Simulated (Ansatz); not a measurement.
## Nudged elastic band run: C2H6B

The input (input.yaml):

```yaml
crystal:
  periodic: [false, false, false]
  atoms:
    - { symbol: B, position_ang: [-1.425908, 0.519328, -0.61891] }
    - { symbol: C, position_ang: [0.079769, 0.351127, -0.306839] }
    - { symbol: C, position_ang: [0.503997, -0.731445, 0.689876] }
    - { symbol: H, position_ang: [-1.915272, 1.309839, -1.373468] }
    - { symbol: H, position_ang: [0.584094, 0.203493, -1.276959] }
    - { symbol: H, position_ang: [0.436704, 1.341865, 0.023036] }
    - { symbol: H, position_ang: [1.589791, -0.752152, 0.828776] }
    - { symbol: H, position_ang: [0.191252, -1.722712, 0.34886] }
    - { symbol: H, position_ang: [0.044172, -0.565542, 1.668529] }
magnetization:
  spin_polarized: true
  initial_magnetization: 1
basis:
  gaussian: { orbitals: "6-31G*" }
hamiltonian:
  xc: cam_b3lyp
neb:
  order_check: false
  images: 7
  f_tol: 0.05
  max_iterations: 41
  final_atoms:
    - { symbol: B, position_ang: [-1.29985821, 0.96220541, -0.26327487] }
    - { symbol: C, position_ang: [0.03682477, 0.20049049, -0.42786455] }
    - { symbol: C, position_ang: [0.51328934, -0.69920162, 0.71660235] }
    - { symbol: H, position_ang: [-1.808056, 1.6924127, -1.06406804] }
    - { symbol: H, position_ang: [-0.04617584, -0.3756048, -1.36544295] }
    - { symbol: H, position_ang: [0.7968145, 0.96627277, -0.66095712] }
    - { symbol: H, position_ang: [0.6431433, -0.1251445, 1.63869255] }
    - { symbol: H, position_ang: [1.4686765, -1.18039943, 0.48378181] }
    - { symbol: H, position_ang: [-0.21605936, -1.48723003, 0.92543183] }
  initial_path:
    images:
      - { positions_ang: [[-1.425908, 0.519328, -0.61891], [0.079769, 0.351127, -0.306839], [0.503997, -0.731445, 0.689876], [-1.915272, 1.309839, -1.373468], [0.584094, 0.203493, -1.276959], [0.436704, 1.341865, 0.023036], [1.589791, -0.752152, 0.828776], [0.191252, -1.722712, 0.34886], [0.044172, -0.565542, 1.668529]] }
      - { positions_ang: [[-1.37727409, 0.62919276, -0.51360656], [0.1050046, 0.36211617, -0.32778369], [0.47955613, -0.72608208, 0.67005944], [-1.93158454, 1.22403565, -1.30865219], [0.50737368, 0.14884307, -1.31718779], [0.56204724, 1.311026, -0.04648084], [1.52006753, -0.66746295, 0.94445052], [0.31255485, -1.70013422, 0.29805622], [-0.0891464, -0.62773341, 1.58404589]] }
      - { positions_ang: [[-1.32864018, 0.73905753, -0.40830312], [0.13024021, 0.37310535, -0.34872839], [0.45511526, -0.72071917, 0.65024288], [-1.94789709, 1.13823231, -1.24383639], [0.43065335, 0.09419313, -1.35741657], [0.68739049, 1.280187, -0.11599769], [1.45034406, -0.5827739, 1.06012504], [0.4338577, -1.67755644, 0.24725245], [-0.22246479, -0.68992481, 1.49956278]] }
      - { positions_ang: [[-1.28000627, 0.84892229, -0.30299967], [0.15547581, 0.38409452, -0.36967308], [0.43067438, -0.71535625, 0.63042632], [-1.96420963, 1.05242896, -1.17902058], [0.35393303, 0.0395432, -1.39764536], [0.81273373, 1.249348, -0.18551453], [1.38062058, -0.49808485, 1.17579956], [0.55516054, -1.65497866, 0.19644867], [-0.35578319, -0.75211622, 1.41507967]] }
      - { positions_ang: [[-1.23137236, 0.95878706, -0.19769623], [0.18071142, 0.39508369, -0.39061778], [0.40623351, -0.70999333, 0.61060976], [-1.98052218, 0.96662562, -1.11420477], [0.27721271, -0.01510673, -1.43787415], [0.93807698, 1.21850899, -0.25503137], [1.31089711, -0.4133958, 1.29147409], [0.67646339, -1.63240088, 0.14564489], [-0.48910158, -0.81430763, 1.33059656]] }
      - { positions_ang: [[-1.24849382, 0.95964165, -0.21409089], [0.14473976, 0.34643539, -0.39992947], [0.43299747, -0.7072954, 0.63710791], [-1.93740563, 1.14807239, -1.10167059], [0.19636557, -0.10523125, -1.41976635], [0.90276136, 1.15544994, -0.35651281], [1.14395866, -0.34133297, 1.3782787], [0.87451667, -1.51940051, 0.23017912], [-0.42084103, -0.98253823, 1.22930538]] }
      - { positions_ang: [[-1.26561529, 0.96049624, -0.23048555], [0.10876809, 0.29778709, -0.40924116], [0.45976143, -0.70459747, 0.66360605], [-1.89428909, 1.32951916, -1.08913641], [0.11551844, -0.19535577, -1.40165855], [0.86744574, 1.09239088, -0.45799425], [0.97702021, -0.26927015, 1.46508332], [1.07256995, -1.40640015, 0.31471335], [-0.35258047, -1.15076883, 1.1280142]] }
      - { positions_ang: [[-1.28273675, 0.96135082, -0.24688021], [0.07279643, 0.24913879, -0.41855286], [0.48652538, -0.70189954, 0.6901042], [-1.85117254, 1.51096593, -1.07660222], [0.0346713, -0.28548029, -1.38355075], [0.83213012, 1.02933183, -0.55947568], [0.81008175, -0.19720733, 1.55188793], [1.27062322, -1.29339979, 0.39924758], [-0.28431992, -1.31899943, 1.02672301]] }
      - { positions_ang: [[-1.29985821, 0.96220541, -0.26327487], [0.03682477, 0.20049049, -0.42786455], [0.51328934, -0.69920162, 0.71660235], [-1.808056, 1.6924127, -1.06406804], [-0.04617584, -0.3756048, -1.36544295], [0.7968145, 0.96627277, -0.66095712], [0.6431433, -0.1251445, 1.63869255], [1.4686765, -1.18039943, 0.48378181], [-0.21605936, -1.48723003, 0.92543183]] }
```

Run as:

```bash
$ ansatz run input.yaml --threads 1 --pin off --max-ram 2048MiB --backend cpu --events-out ev --progress --plain --runs-dir out
```

Output, in part (warnings, iteration lines, the closing report on the highest movable image, with atoms numbered from 0):

```
NEB end point (image 0): max|allowed force component| = 9.381e-3 eV/Å (the criterion of neb.relax_end_points is 1.000e-2)
NEB end point (image 8): max|allowed force component| = 5.239e-3 eV/Å (the criterion of neb.relax_end_points is 1.000e-2)
NEB iter   1: max|band force component| = 3.428e0 eV/Å  barrier→ = 0.5405 eV  barrier← = 0.5405 eV  Δτ_max = 0.1796 Å  (332 SCF iters)
NEB iter   2: max|band force component| = 1.205e0 eV/Å  barrier→ = 0.2055 eV  barrier← = 0.2055 eV  Δτ_max = 0.1027 Å  (238 SCF iters)
NEB iter   3: max|band force component| = 1.684e-1 eV/Å  barrier→ = 0.1773 eV  barrier← = 0.1773 eV  CI = image 4  Δτ_max = 0.1303 Å  (235 SCF iters)
NEB iter   4: max|band force component| = 2.639e-1 eV/Å  barrier→ = 0.1674 eV  barrier← = 0.1674 eV  CI = image 4  Δτ_max = 0.0661 Å  (228 SCF iters)
NEB iter   5: max|band force component| = 2.573e-1 eV/Å  barrier→ = 0.1571 eV  barrier← = 0.1571 eV  CI = image 4  Δτ_max = 0.0661 Å  (226 SCF iters)
NEB iter   6: max|band force component| = 2.641e-1 eV/Å  barrier→ = 0.1443 eV  barrier← = 0.1443 eV  CI = image 4  Δτ_max = 0.1312 Å  (223 SCF iters)
NEB iter   7: max|band force component| = 2.751e-1 eV/Å  barrier→ = 0.1190 eV  barrier← = 0.1190 eV  CI = image 4  Δτ_max = 0.1955 Å  (226 SCF iters)
NEB iter   8: max|band force component| = 1.613e-1 eV/Å  barrier→ = 0.1063 eV  barrier← = 0.1063 eV  CI = image 4  Δτ_max = 0.0825 Å  (219 SCF iters)
NEB iter   9: max|band force component| = 1.222e-1 eV/Å  barrier→ = 0.1029 eV  barrier← = 0.1029 eV  CI = image 4  Δτ_max = 0.0248 Å  (220 SCF iters)
NEB iter  10: max|band force component| = 4.987e-2 eV/Å  barrier→ = 0.1016 eV  barrier← = 0.1016 eV  CI = image 4  Δτ_max = 0.0000 Å  (486 SCF iters)
Total energy: -2843.52557388 eV, -104.4976374292 hartree
Atom 0 at    -1.386637     0.815947    -0.358375 Å, force    -0.020489    -0.025962    -0.009118 eV/Å
Atom 1 at     0.057867     0.269673    -0.381393 Å, force     0.018816     0.049510     0.044180 eV/Å
Atom 2 at     0.506488    -0.740712     0.694948 Å, force    -0.020140     0.009120    -0.014913 eV/Å
Atom 3 at    -1.889707     1.542445    -1.166782 Å, force     0.014510    -0.001413     0.005433 eV/Å
Atom 4 at     0.260366    -0.109712    -1.394367 Å, force    -0.009033    -0.002834    -0.017685 eV/Å
Atom 5 at     0.669695     1.189089    -0.334429 Å, force     0.011708    -0.024621    -0.012795 eV/Å
Atom 6 at     1.300555    -0.333786     1.327251 Å, force    -0.000688     0.002094    -0.000693 eV/Å
Atom 7 at     0.892455    -1.659788     0.245221 Å, force     0.002791     0.000028    -0.000335 eV/Å
Atom 8 at    -0.322482    -1.019354     1.350826 Å, force     0.002525    -0.005922     0.005926 eV/Å
Dipole moment:     0.200470    -0.017828    -0.075031 e Å
```

It converged. A vibrational analysis at the climbing image gives one clearly imaginary mode, 239i cm⁻¹: a first-order saddle point.

Final band (atoms are numbered from 1 in the order of the input):

```json
{"image": "0", "path coordinate (Å)": "0.00", "energy (eV)": "0.000", "dihedral B1–C2–C3–H7 (°)": "-180"}
{"image": "1", "path coordinate (Å)": "0.37", "energy (eV)": "0.015", "dihedral B1–C2–C3–H7 (°)": "-163"}
{"image": "2", "path coordinate (Å)": "0.74", "energy (eV)": "0.051", "dihedral B1–C2–C3–H7 (°)": "-148"}
{"image": "3", "path coordinate (Å)": "1.11", "energy (eV)": "0.087", "dihedral B1–C2–C3–H7 (°)": "-133"}
{"image": "4", "path coordinate (Å)": "1.48", "energy (eV)": "0.102", "dihedral B1–C2–C3–H7 (°)": "-116"}
{"image": "5", "path coordinate (Å)": "1.84", "energy (eV)": "0.085", "dihedral B1–C2–C3–H7 (°)": "-103"}
{"image": "6", "path coordinate (Å)": "2.19", "energy (eV)": "0.048", "dihedral B1–C2–C3–H7 (°)": "-90"}
{"image": "7", "path coordinate (Å)": "2.55", "energy (eV)": "0.014", "dihedral B1–C2–C3–H7 (°)": "-75"}
{"image": "8", "path coordinate (Å)": "2.91", "energy (eV)": "0.000", "dihedral B1–C2–C3–H7 (°)": "-59"}
```

Time of the run: 7.9 min on 1 thread of AMD EPYC (Zen 3) (shared host), peak memory 0.16 GiB.
